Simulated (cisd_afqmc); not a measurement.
Input (AFQMC/CISD/cc-pVDZ; cisd_afqmc is a phaseless AFQMC code with CISD trial states that reads the integrals written by Ansatz):

Ansatz 0.2 input:
```python
import cisd_afqmc

open("ham.yaml", "w").write("""\
crystal:
  periodic: [false, false, false]
  atoms:
    - {symbol: C, position_ang: [0.00214948, 0.86797098, 0.00149051]}
    - {symbol: C, position_ang: [0.75058129, -0.43583539, -0.00746307]}
    - {symbol: C, position_ang: [-0.75273077, -0.43213559, 0.00597256]}
    - {symbol: H, position_ang: [0.01171755, 1.45362880, 0.91078734]}
    - {symbol: H, position_ang: [-0.00451006, 1.45678848, -0.90578946]}
    - {symbol: H, position_ang: [1.25028356, -0.72912596, -0.92080071]}
    - {symbol: H, position_ang: [1.26651116, -0.73228564, 0.89577609]}
    - {symbol: H, position_ang: [-1.25388730, -0.72608269, 0.91830178]}
    - {symbol: H, position_ang: [-1.27011491, -0.72292301, -0.89827503]}
basis:
  gaussian:
    orbitals: cc-pVDZ
magnetization: {spin_polarized: false}
correlation: {method: ccsd, electrons: outside_noble_gas, hamiltonian_folder: ham}
""")
rep = cisd_afqmc.ansatz("ham.yaml")
e_ccsd = rep["correlation"]["coupled_cluster"]["energy"]["hartree"]
out = cisd_afqmc.run("ham", e_ccsd, trial="CISD", walkers=200, populations=8, threads=8, dt=0.005, steps=40, early=24, settle=10, least=48,
    target=0.0004, seconds=1500, seed=1, memory=12960, gpu=False)
```

Output:

```
orbitals 69, occupied [9], factors 484 of 651, rank of the doubles 427 of 540
E(HF) = -117.067274
E(CCSD) on the cut factors = -117.529184, shift to the whole factors -0.000003
Energy of the trial state on the determinant = -117.529184
  tau behind 7.2 of longer steps, mean of the populations' last blocks
   2.0  -117.54536
   4.0  -117.54494
   6.0  -117.54330
   8.0  -117.54460
  10.0  -117.54491
blocks 387 (0 outliers left out), error by blocks joined: 1: 0.00020, 2: 0.00026, 4: 0.00032, 8: 0.00035, 16: 0.00035
E(AFQMC/CISD) = -117.54458 +/- 0.00035
```
